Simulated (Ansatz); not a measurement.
A made-up structure of CH3NSi, closed shell:

C1  (0.769, -0.959, 0.309)
N2  (-0.433, -0.954, -0.112)
Si3  (0.172, 0.713, 0.030)
H4  (-1.055, -1.741, -0.296)
H5  (0.704, 1.449, -1.132)
H6  (-0.115, 1.546, 1.214)
(Å)

It is relaxed with PBE-D4/def2-SVP and then PBE0-D4/def2-TZVP (Ansatz 0.2.0). Atoms count as bonded within 1.22 times the sum of their covalent radii (H–H: 0.88 Å). The end point is not checked to be a true minimum.

Problem. Does its bonding change? (Judge from chemistry; the calculation decides.)

Solution. By the calculation: No: no bond forms or breaks.

Where it ends: The first stage lowers the energy by 0.45 eV in 8 steps. It ends as CH₃NSi ([C]1[NH][SiH2]1):
```
6
angstrom
C 0.8464 -1.1406 0.3429
N -0.3552 -0.8817 -0.0875
Si 0.3578 0.6991 0.0959
H -1.0937 -1.5414 -0.3180
H 0.5537 1.4109 -1.1835
H -0.2657 1.5082 1.1630
```

Labels in which every atom is bracketed show which atoms are joined, not bond orders.

For scale, one of the runs: PBE0-D4/def2-TZVP relaxation, 117 basis functions, launched by `ansatz run in.yaml --threads 2 --pin off --events-out ev --progress --plain --max-ram 4352MiB`. The run took about 11 s on 2 CPU threads of an Arm Neoverse V2 (shared host).
